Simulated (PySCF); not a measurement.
## `C[C@H](N)CCN`, C4H12N2

Geometry:
```
atom   x (Å)   y (Å)   z (Å)
  C1  -1.703   0.779   0.211
  C2  -0.965  -0.277  -0.611
  N3  -1.660  -1.554  -0.679
  C4   0.451  -0.528  -0.102
  C5   1.402   0.652  -0.213
  N6   2.712   0.295   0.295
  H7  -1.198   1.757   0.193
  H8  -1.782   0.461   1.265
  H9  -2.725   0.929  -0.172
 H10  -0.885   0.096  -1.650
 H11  -1.742  -1.945   0.260
 H12  -2.615  -1.418  -1.007
 H13   0.418  -0.851   0.954
 H14   0.856  -1.381  -0.673
 H15   1.022   1.493   0.391
 H16   1.399   1.010  -1.267
 H17   3.352   1.083   0.225
 H18   3.114  -0.450  -0.271
```

The calculation used quadratic response CAM-B3LYP/def2-TZVPD first hyperpolarisability, Taylor convention, gas phase in PySCF 2.14.0. Geometry: PBE0-D3(BJ)/def2-SVP.

Problem. Give the tensor of the second harmonic β(−2ω;ω,ω) at 1907 nm in the axes of these coordinates.

Solution. In au, Taylor convention; rows are the first index (the induced dipole):
```csv
,xx,yy,zz,xy,xz,yz
x,+54.8,-17.0,+14.5,-19.9,+13.9,-6.9
y,-20.1,-22.3,+8.3,-16.8,-6.3,-3.7
z,+13.7,-3.6,-32.7,-6.5,+14.0,+8.5
```
Norm of βᵢ = ⅓ Σⱼ (βᵢⱼⱼ + βⱼᵢⱼ + βⱼⱼᵢ): 66.1 au, hyper-Rayleigh value 33.5 au.
